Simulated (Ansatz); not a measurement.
**CCSDT/cc-pVDZ (density fitting with def2-universal-jkfit, def2-SVP-rifit for correlation) run of [NH2]− (SMILES [NH2-])**

What is the energy change on altering one bond length of [NH2]− at CCSDT/cc-pVDZ (density fitting with def2-universal-jkfit, def2-SVP-rifit for correlation)? 

The results are computed with Ansatz 0.2.0.

5 further runs of the same task are left out: 2 that didn't finish, 3 set aside as unsound or not needed.

## (1) The system as given

[NH2]−: 3 atoms, total charge -1, spin state singlet. SMILES: `[NH2-]`. The shape is that of a PBE0-D4/def2-TZVPD optimisation.

Bond lengths: N1–H2 1.027 Å, N1–H3 1.027 Å. Angles: H2–N1–H3 101.8°.

## (2) The energy at CCSDT/cc-pVDZ (density fitting with def2-universal-jkfit, def2-SVP-rifit for correlation)

Input file job.yaml:

```yaml
crystal:
  periodic: [false, false, false]
  atoms:
    - symbol: "N"
      position_ang: [0.342200, -0.203000, 0.168700]
    - symbol: H
      position_ang: [0.125500, 0.801200, 0.156000]
    - symbol: H
      position_ang: [-0.467700, -0.598200, -0.324700]
basis:
  gaussian:
    orbitals: cc-pVDZ
    fitting: {mean_field: def2-universal-jkfit, correlation: def2-SVP-rifit.json}
correlation:
  method: ccsdt
  electrons: outside_noble_gas
total_charge: -1
```

On the command line:

```sh
$ ansatz run job.yaml --threads 1 --pin off --max-ram 2610MiB --events-out events.jsonl --progress --plain --runs-dir runs
```

Output:

```text
Warning: RAYON_NUM_THREADS=1 ignored (pool sized by the plan → 1); use --threads N
Functional definition: HF
  name "HF"
  exchange = exact_x
  correlation = 0
113 factors; integrals over basis functions are off by at most 2.2e-1 eV
76 factors; integrals over basis functions are off by at most 5.3e-1 eV
mean field evaluation 1: about -1509.2539 eV, gradient 1.2e1 eV
mean field evaluation 2: about -1509.6672 eV, gradient 2.6e0 eV
mean field evaluation 4: about -1509.6949 eV, gradient 1.6e-1 eV
mean field evaluation 8: about -1509.6673 eV, gradient 2.6e0 eV
mean field -1509.69518738 eV, -55.4802748282 hartree, gradient 2.6e-6 eV, S^2 0.000000; 0 other end points of the search recorded, 0 dependent functions left out
1 core orbitals not correlated: weight in the atoms' cores, before any rotation towards them, 1.000 or more for the frozen orbitals, at most 0.000 for the correlated occupied ones
reference -1509.69518738 eV, -55.4802748282 hartree; 4, 4 occupied and 19, 19 virtual orbitals, 76 factors
second order -5.02067319 eV of doubles, -0.00000000 eV of singles
cycle   1  -5.26448281 eV  change   -2.4e-1 eV  update   4.5e-2
cycle   2  -5.45700142 eV  change   -1.9e-1 eV  update   1.7e-2
cycle   3  -5.51258299 eV  change   -5.6e-2 eV  update   6.6e-3
cycle   4  -5.50761026 eV  change    5.0e-3 eV  update   1.8e-3
cycle   5  -5.50802643 eV  change   -4.2e-4 eV  update   8.0e-4
cycle   6  -5.50851283 eV  change   -4.9e-4 eV  update   3.4e-4
cycle   7  -5.50832948 eV  change    1.8e-4 eV  update   1.2e-4
cycle   8  -5.50835431 eV  change   -2.5e-5 eV  update   3.5e-5
cycle   9  -5.50835466 eV  change   -3.5e-7 eV  update   8.5e-6
cycle  10  -5.50834633 eV  change    8.3e-6 eV  update   3.2e-6
cycle  11  -5.50835026 eV  change   -3.9e-6 eV  update   1.0e-6
cycle  12  -5.50834996 eV  change    3.0e-7 eV  update   4.3e-7
Total energy: -1515.20353734 eV, -55.6827029555 hartree
```

Wall time 0.32 s (1 thread of Arm Neoverse V2, shared host).

## (3) The distorted shape, same level

Edit job.yaml of step 2 so:

```diff
@@ -4,5 +4,5 @@
     - symbol: "N"
-      position_ang: [0.342200, -0.203000, 0.168700]
+      position_ang: [0.909137, 0.073643, 0.514084]
     - symbol: H
-      position_ang: [0.125500, 0.801200, 0.156000]
+      position_ang: [0.692437, 1.077843, 0.501384]
     - symbol: H
```

On the command line:

```sh
$ ansatz run job.yaml --threads 1 --pin off --max-ram 2610MiB --events-out events.jsonl --progress --plain --runs-dir runs
```

Output, shortened:

```text
Warning: RAYON_NUM_THREADS=1 ignored (pool sized by the plan → 1); use --threads N
[... 2 set-up lines as earlier in the session ...]
[...]
113 factors; integrals over basis functions are off by at most 5.8e-1 eV
76 factors; integrals over basis functions are off by at most 6.0e-1 eV
[...]
mean field -1507.33089636 eV, -55.3933887358 hartree, gradient 8.7e-7 eV, S^2 0.000000; 0 other end points of the search recorded, 0 dependent functions left out; unrestricted orbitals would lower it
[...]
1 core orbitals not correlated: weight in the atoms' cores, before any rotation towards them, 1.000 or more for the frozen orbitals, at most 0.000 for the correlated occupied ones
reference -1507.33089636 eV, -55.3933887358 hartree; 4, 4 occupied and 19, 19 virtual orbitals, 76 factors
second order -4.86341121 eV of doubles, -0.00000000 eV of singles
cycle   1  -5.20511235 eV  change   -3.4e-1 eV  update   1.0e-1
[...]
cycle  16  -5.79576968 eV  change    5.0e-7 eV  update   6.6e-7
Total energy: -1513.12666605 eV, -55.6063793432 hartree
```

It took 0.42 s on 1 thread of Arm Neoverse V2, shared host.

## (4) Outcome

Level: CCSDT/cc-pVDZ (density fitting with def2-universal-jkfit, def2-SVP-rifit for correlation), 1 core orbital frozen.

```
                                                         quantity         value
                                        first shape: total energy  -55.68270 Eh
          first shape: correlation energy (1 core orbital frozen)    -202.4 mEh
                                       first shape: T1 diagnostic         0.006
                                    distorted shape: total energy  -55.60638 Eh
      distorted shape: correlation energy (1 core orbital frozen)    -213.0 mEh
                                   distorted shape: T1 diagnostic         0.034
energy change with the N1–H3 bond stretched from 1.027 to 1.747 Å      2.077 eV
```

**Reading.** With the N1–H3 bond stretched from 1.027 to 1.747 Å the energy rises by 2.08 eV (200 kJ/mol). The first shape isn't relaxed at this level, so the change isn't measured from a minimum. The T1 diagnostic (distorted shape) of 0.034 is above the customary mark for such species, so a single reference may not serve. The restricted solution (distorted shape) is unstable to spin breaking: an unrestricted one lies lower.
